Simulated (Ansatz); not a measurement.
Results of the Gaussian-basis code of Ansatz.

A structure relaxed at PBE0-D4/def2-TZVP, charge 0, multiplicity 1:

```xyz
10

F     0.966    1.709    0.569
C    -0.074    0.822    0.483
C     0.205   -0.563    0.991
C     0.085   -1.136   -0.209
C    -0.216    0.152   -0.919
F     0.723    0.565   -1.827
H    -0.969    1.321    0.867
H     0.366   -0.947    1.991
H     0.111   -2.163   -0.554
H    -1.198    0.240   -1.394
```

(1) Give its formula and SMILES.

(2) Point group (tolerance 0.08 Å, 0.16 Å for H)?

(3) Summarise the bond lengths by kind.

Answers

(1) C4H4F2, `F[C@@H]1C=C[C@@H]1F`.

(2) Cs.

(3) 2 × C–F 1.370 Å; 4 × C–C 1.335 to 1.560 Å; 4 × C–H 1.083 to 1.095 Å.
